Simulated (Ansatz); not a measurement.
Consider the ligand exchange at the Si–O bond: `CO[SiH]` + `O[SiH3]` → `[SiH]O[SiH3]` + CH₃OH.

Gas-phase electronic energies from Ansatz, PBE0-D4/def2-TZVP geometries. CCSD(T)/CBS is the MP2 limit (def2-TZVPP, def2-QZVPP) plus CCSD(T) − MP2 in def2-TZVPP, frozen cores. This one scheme is used for every species. DFT in def2-TZVPP. B3LYP here is the variant with VWN-RPA as its local correlation; programs differ in this. HSE06 is defined as in plane-wave codes.

`CO[SiH]`:

Cartesian coordinates in Å:
```
C -0.249 0.588 0.468
O -0.066 0.315 -0.903
Si 0.485 -1.031 -1.658
H 0.355 1.455 0.745
H 0.043 -0.271 1.081
H -1.300 0.825 0.650
H 0.731 -1.880 -0.383
```

`O[SiH3]`:

Cartesian coordinates in Å:
```
O -0.554 0.866 0.765
Si 0.014 -0.248 -0.307
H 0.028 1.143 1.473
H 1.222 0.245 -1.025
H -1.084 -0.480 -1.273
H 0.374 -1.526 0.366
```

`[SiH]O[SiH3]`:

```xyz
7

Si   -1.961   -0.745    0.827
O    -0.698    0.298    0.665
Si    0.723    0.511   -0.150
H    -1.482   -1.809   -0.192
H     0.968   -0.646   -1.049
H     0.629    1.761   -0.943
H     1.821    0.629    0.841
```

CH₃OH:

Z-matrix (Å, degrees):
```
C
O 1 1.409
H 1 1.097 2 112.4
H 1 1.090 2 107.0 3 -118.5
H 1 1.097 2 112.4 3 123.0
H 2 0.959 1 108.5 3 -61.6
```

```csv
level,ΔE (kcal/mol),difference from CCSD(T)/CBS
LDA (SPW92),2.0,2.4
PBE-D4,0.8,1.2
revPBE-D4,0.7,1.1
r2SCAN-D4,0.6,1.0
B97M-V,0.3,0.7
PBE0-D4,-0.1,0.3
B3LYP-D4,-0.3,0.1
r2SCANh-D4,0.3,0.7
r2SCAN0-D4,-0.1,0.3
HSE06-D4,-0.1,0.3
BHLYP-D4,-1.3,-0.9
ωB97X-V,-0.2,0.2
B2PLYP,0.1,0.5
PBE-QIDH,-0.2,0.2
PBE,1.0,1.4
revPBE,0.7,1.1
BLYP,0.7,1.1
r2SCAN,0.6,1.0
PBE0,0.2,0.6
B3LYP,0.1,0.5
r2SCANh,0.4,0.8
r2SCAN0,0.0,0.4
HSE06,0.2,0.6
BHLYP,-0.7,-0.3
CAM-B3LYP,0.1,0.5
LC-ωPBE,0.1,0.5
RPA@PBE/def2-TZVPP,-0.5,-0.1
MP2/def2-SVP,-0.5,-0.1
CCSD/def2-SVP,-1.3,-0.9
CCSD(T)/def2-SVP,-0.9,-0.5
HF/def2-TZVPP,-2.0,-1.6
MP2/def2-TZVPP,0.1,0.5
SCS-MP2/def2-TZVPP,-0.4,0.0
CCSD(T)/def2-TZVPP,-0.4,0.0
HF/def2-QZVPP,-2.2,-1.8
MP2/def2-QZVPP,-0.1,0.3
SCS-MP2/def2-QZVPP,-0.5,-0.1
HF/CBS(def2),-2.2,-1.8
MP2/CBS(def2),0.0,0.4
CCSD/CBS(def2),-0.9,-0.5
CCSD(T)/CBS,-0.4,0
```

Largest T1 diagnostic among the species: 0.015.

In def2-TZVPP, CCSD(T) changes the Hartree–Fock value by +1.7 kcal/mol (the triples alone add +0.4 kcal/mol) and MP2 by +2.1 kcal/mol. Leaving LDA and LC-ωPBE aside and taking each functional with its dispersion term where it has one, the values spread over 2.0 kcal/mol, from BHLYP-D4 to PBE-D4. LDA lies +1.0 kcal/mol from PBE without D4. From PBE to PBE0 (25 % exact exchange), in def2-TZVPP and without D4, ΔE moves by −0.8 kcal/mol.
